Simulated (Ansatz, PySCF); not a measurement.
Stepwise substitution at one centre (Si Cl-Br). All species are isolated molecules in the gas phase. Strings in code marks are SMILES.

Quantity: redistribution energy (mixed species minus the weighted end members), in kJ/mol.

Level 1: frozen-core MP2/cc-pVTZ // B3LYP-D3(BJ)/def2-TZVP (Ansatz, a quantum-chemistry and plane-wave program)
Level 2: PBE/6-31G* // B3LYP-D3(BJ)/def2-TZVP (PySCF)
Level 3: frozen-core MP2/6-31G* // B3LYP-D3(BJ)/def2-TZVP (PySCF)
Level 4: HF/3-21G // B3LYP-D3(BJ)/def2-TZVP (PySCF)

```
species                                       level 2  level 3  level 4
--------------------------------------------  -------  -------  -------
2 of 4 Cl replaced by Br: `Cl[Si](Cl)(Br)Br`     0.96     1.69    -2.74
1 of 4 Cl replaced by Br: `Cl[Si](Cl)(Cl)Br`     0.80     1.24    -1.90
3 of 4 Cl replaced by Br: `Cl[Si](Br)(Br)Br`     0.71     1.28    -2.02
```

What does level 1 give for each, and how far do the other levels lie from it on average?


- 2 of 4 Cl replaced by Br: `Cl[Si](Cl)(Br)Br`: 1.48
- 1 of 4 Cl replaced by Br: `Cl[Si](Cl)(Cl)Br`: 1.08
- 3 of 4 Cl replaced by Br: `Cl[Si](Br)(Br)Br`: 1.12
Mean absolute difference from level 1, which has limits of its own, over these rows (drawn at random from the members that have all these levels): level 2 0.40 kJ/mol, level 3 0.18 kJ/mol, level 4 3.45 kJ/mol.
